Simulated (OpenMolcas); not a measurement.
# One shape, several levels: quartet PH2

Aim: a comparison of 6 runs (UHF/cc-pVTZ, UB3LYP/6-31G*, UB3LYP/cc-pVTZ, UPBE/cc-pVTZ, ROMP2/cc-pVTZ, ROCCSD(T)/cc-pVTZ) of quartet PH2. 

Program for the calculation: OpenMolcas 26.06.

1 further run of the same task is left out (set aside as unsound or not needed).

### Step 1. The system as given

PH2: 3 atoms, total charge 0, spin state quartet. SMILES of the parent species: `[PH2]`. The coordinates come from a PBE0-D4/def2-TZVP relaxation. That shape belongs to the parent species and isn't relaxed for this state.

Bond lengths: P1–H2 1.424 Å, P1–H3 1.424 Å. Angles: H2–P1–H3 91.5°.

### Step 2. The energy at UHF/cc-pVTZ (run 1)

test.input

```
&GATEWAY
  BasLib = $CurrDir
  Coord
  3
  angstrom
  P        0.525730      -0.309370       0.258210
  H        0.114640       1.051490       0.176750
  H       -0.640370      -0.742120      -0.434970
  Basis = cc-pVTZ
  Group = NoSym

&SEWARD

&SCF
  UHF
  Spin = 4
  Thresholds = 1e-10 1e-07 1e-07 1e-05
  PrOrbitals = 1 1
```

The basis set cc-pVTZ is read from a file made from the Basis Set Exchange's data (not shown).

On the command line:

```bash
export MOLCAS_MEM=1860
pymolcas test.input > test.log
```

The log of the run:

```text
--- Start Module: gateway ---
[...]
--- Stop Module: gateway /rc=_RC_ALL_IS_WELL_ ---
--- Start Module: seward ---
[...]
      Basis functions           62
--- Stop Module: seward /rc=_RC_ALL_IS_WELL_ ---
--- Start Module: scf ---
[...]
       Convergence after  16 Iterations
[...]
::    Total SCF energy                               -341.6826902731
[...]
      Total spin, S                                     1.5028815796
[...]
      Total electronic charge=   17.000000
      Total            charge=   -0.000000
[...]
      Dipole Moment (debye):
      Origin of the operator (angstrom)=    0.4775   -0.2810    0.2345
                   X=  8.3344E-02               Y= -4.9066E-02               Z=  4.0932E-02           Total=  1.0502E-01
      Quadrupole Moment (debye*angstrom):
[...]
--- Stop Module: scf /rc=_RC_ALL_IS_WELL_ ---
[...]
```

Run time: 2.9 s. Hardware: 1 thread of Arm Neoverse V2, shared host; peak memory 0.4 GiB.

### Step 3. The energy at UB3LYP/6-31G(d) (Cartesian functions) (run 2)

calc.input

```
>>> EXPORT MOLCAS_PRINT=2
&GATEWAY
BasLib
$CurrDir
Coord
3
angstrom
P        0.525730      -0.309370       0.258210
H        0.114640       1.051490       0.176750
H       -0.640370      -0.742120      -0.434970
Basis
6-31Gs
Group
NoSym
&SEWARD
GridInput
Grid=UltraFine
End of Grid
&SCF
UHF
Spin
4
KSDFT
B3LYP
Thresholds
1e-10 1e-07 1e-07 1e-05
PrOrbitals
0
```

The basis set 6-31G* is read from a file made from the Basis Set Exchange's data (not shown).

On the command line:

```bash
export MOLCAS_MEM=1860
pymolcas calc.input > calc.log
```

The log of the run:

```text
--- Start Module: gateway ---
[...]
--- Stop Module: gateway /rc=_RC_ALL_IS_WELL_ ---
--- Start Module: seward ---
[...]
      Basis functions           23
--- Stop Module: seward /rc=_RC_ALL_IS_WELL_ ---
--- Start Module: scf ---
[...]
       Convergence after  14 Iterations
[...]
::    Total KS-DFT energy                            -342.2693334300
[...]
      Total spin, S                                     1.5004471109
[...]
      Total electronic charge=   17.000000
      Total            charge=   -0.000000
[...]
      Dipole Moment (debye):
      Origin of the operator (angstrom)=    0.4775   -0.2810    0.2345
                   X= -1.8246E-01               Y=  1.0736E-01               Z= -8.9619E-02           Total=  2.2989E-01
      Quadrupole Moment (debye*angstrom):
[...]
--- Stop Module: scf /rc=_RC_ALL_IS_WELL_ ---
[...]
```

Wall time 5.1 s (1 thread of Arm Neoverse V2, shared host); peak memory 0.37 GiB.

Runs 3 to 5 aren't shown in full; the table further down has their settings and results.

### Step 4. A single-point energy at ROCCSD(T)/cc-pVTZ (run 6)

input.xyz

```xyz
3

P      0.525730    -0.309370     0.258210
H      0.114640     1.051490     0.176750
H     -0.640370    -0.742120    -0.434970
```

job.inp

```
* H2P CCSD(T)

&GATEWAY
  BasLib
  $CurrDir
  Coord
  input.xyz
  Basis
  cc-pVTZ
  Group
  NoSym

&SEWARD

&SCF
  UHF
  Spin
  4
  Thresholds
  1e-10 1e-07 1e-07 1e-05
  PrOrbitals
  0

&RASSCF
  FileOrb
  $Project.UnaOrb
  Spin
  4
  Nactel
  3 0 0
  Inactive
  7
  Ras2
  3
  OutOrbitals
  Canonical
  OrbListing
  NoCore

&MOTRA
  JobIph
  Frozen
  5

&CCSDT
  CCT
  Triples
  3
  Iterations
  80
  Accuracy
  1e-08
  Extrapolation
  5 4
```

The basis set cc-pVTZ is read from a file made from the Basis Set Exchange's data (not shown).

On the command line:

```bash
export MOLCAS_MEM=1860
pymolcas job.inp > job.log
```

The log of the run:

```text
--- Start Module: gateway ---
[...]
--- Stop Module: gateway /rc=_RC_ALL_IS_WELL_ ---
[...]
      Basis functions           62
[...]
       Convergence after  16 Iterations
[...]
::    Total SCF energy                               -341.6826902731
[...]
      Total spin, S                                     1.5028815796
[...]
      Number of active orbitals                  3
[...]
      Spin quantum number                      1.5
[...]
      Active orbitals                            3
[...]
      Number of CSFs                             1
[...]
      Number of root(s) required                 1
[...]
      Convergence after  9 iterations
[...]
      printout of CI-coefficients larger than  0.05 for root  1
      energy=    -341.677889
      conf/sym  111     Coeff  Weight
             1  uuu   1.00000 1.00000
      Natural orbitals and occupation numbers for root  1
      sym 1:   1.000000   1.000000   1.000000
      ************************************************************************************************************************
      *                                                    Final results                                                     *
[...]
::    RASSCF root number  1 Total energy:   -341.67788899
[...]
      Total electronic charge=   17.000000
      Total            charge=   -0.000000
[...]
      Dipole Moment (debye):
      Origin of the operator (angstrom)=    0.4775   -0.2810    0.2345
                   X=  9.5353E-02               Y= -5.6132E-02               Z=  4.6831E-02           Total=  1.2015E-01
      Quadrupole Moment (debye*angstrom):
[...]
--- Start Module: motra ---
[...]
      *** WARNING: Default frozen orbitals is overwritten by user input.
      *** Default values:   5
[...]
--- Stop Module: motra /rc=_RC_ALL_IS_WELL_ ---
--- Start Module: ccsdt ---
[...]
      Convergence after                    17  Iterations
      Total energy (diff) :    -341.82286934      -0.00000001
[...]
 METHOD                       : CCSD+T(CCSD)+<T3(1)WT1>+<T3(1)UT2> = CCSD(T)
[...]
       CCSD     =      -341.8228693396502
[...]
--- Stop Module: ccsdt /rc=_RC_ALL_IS_WELL_ ---
[...]
```

Run time: 6.6 s. Hardware: 1 thread of Arm Neoverse V2, shared host; peak memory 0.4 GiB.

### Step 5. The series

```csv
run,level,Cartesian functions,integration grid,energy (Eh),dipole moment (D),HOMO energy (eV),⟨S²⟩,wall time
1,UHF/cc-pVTZ,no,–,-341.682690,0.11,-4.95,3.762,2.9 s
2,UB3LYP/6-31G* (Cartesian functions),yes,UltraFine,-342.269333,0.23,-1.95,3.752,5.1 s
3,UB3LYP/cc-pVTZ,no,UltraFine,-342.311163,0.06,-2.20,3.753,15 s
4,UPBE/cc-pVTZ,no,UltraFine,-342.129266,0.03,-1.51,3.753,15 s
5,ROMP2/cc-pVTZ,no,–,-341.808664,–,–,–,4.8 s
6,ROCCSD(T)/cc-pVTZ,no,–,-341.827779,–,–,–,6.6 s
```

### Step 6. Results

| quantity | value |
| --- | --- |
| run 6: total energy | -341.82778 Eh |
| run 6: (T) correction | -4.91 mEh |

**Reading.** Over runs 1, 2, 3, 4 the dipole moment (its size) runs from 0.03 D (UPBE/cc-pVTZ) to 0.23 D (UB3LYP/6-31G*). The two ends differ in method and basis. The two dipoles point in opposite directions. Totals of different functionals can't be ranked against each other. All runs together took 50 s, the longest 15 s.
